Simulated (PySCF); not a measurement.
Task: Give a PBE0-D3(BJ)/def2-SVP geometry of InChI=1S/C5H10O/c1-3-5(2)4-6-5/h3-4H2,1-2H3/t5-/m1/s1.

Result: 
```xyz
16
C5H10O angstrom
C      1.786   -0.080   -0.513
C      0.948   -0.412    0.713
C     -0.508   -0.020    0.586
C     -1.333   -0.784   -0.416
C     -0.913    1.335    0.978
O     -1.160    0.231    1.821
H      1.754    0.998   -0.738
H      2.839   -0.357   -0.359
H      1.435   -0.616   -1.408
H      1.349    0.095    1.604
H      0.999   -1.494    0.926
H     -1.294   -1.863   -0.198
H     -0.964   -0.632   -1.441
H     -2.383   -0.464   -0.372
H     -1.797    1.793    0.516
H     -0.155    2.047    1.332
```

Any rigid rotation of these coordinates is as good. Atoms count from 1 in this order. The C–C distances run from 1.467 Å (C3–C5, drawn single) to 1.522 Å (C1–C2, drawn single), a spread of 0.055 Å. The 3-membered ring C3–C5–O6 has internal angles of 58.5° to 62.4°. O6 (epoxide oxygen) is bent (angle 62.4°). Of the pairs four or more bonds apart, H9···H13 is among the closest relative to their van der Waals radii: 2.40 Å, 100 % of the sum of Bondi's values.

Bonds between heavy atoms (Å): C1–C2 1.522, C2–C3 1.513, C3–C4 1.506, C3–C5 1.467, C5–O6 1.411, C3–O6 1.420.

Level of theory: PBE0-D3(BJ)/def2-SVP geometry optimisation, gas phase in PySCF.

Point group: C1 (no symmetry element, even within 0.4 Å). No frequency check. The numbers are those of one conformer (C1–C2–C3–C4 68°).
